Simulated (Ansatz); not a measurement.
Relaxation of BF$_{2}$H (4 atoms, charge 0, multiplicity 1), to a largest force component of 0.02 eV/Å in at most 40 steps.

All numbers below come from Ansatz 0.2.0, RKS PBE0/def2-SVPD.

```xyz
4
Properties=species:S:1:pos:R:3:forces:R:3
B 0.000 0.000 0.000 -0.06 0.00 -0.03
F 0.000 0.000 1.320 0.26 0.00 -0.17
F 1.143 0.000 -0.660 -0.01 0.00 0.30
H -1.030 0.000 -0.595 -0.18 0.00 -0.10
```

Q: Where does it end, and by what steps?

A: The forces met the threshold. After 2 steps the energy has fallen by 0.008 eV; F3 moved furthest, 0.02 Å.

```json
{"step": "0", "energy less start (eV)": "0.0000", "largest force component (eV/Å)": "0.304", "accepted": "yes"}
{"step": "1", "energy less start (eV)": "-0.0062", "largest force component (eV/Å)": "0.147", "accepted": "yes"}
{"step": "2", "energy less start (eV)": "-0.0082", "largest force component (eV/Å)": "0.015", "accepted": "yes"}
```

```xyz
4
Properties=species:S:1:pos:R:3
B -0.008 0.000 -0.005
F 0.019 0.000 1.312
F 1.146 0.000 -0.639
H -1.045 0.000 -0.603
```

Whether the end is a true minimum wasn't checked by a vibrational analysis.

Time of the run: 4.4 s on 1 thread of AMD EPYC 7R43 64-Core Processor (Zen 3), on a shared host, peak memory 0.13 GiB.
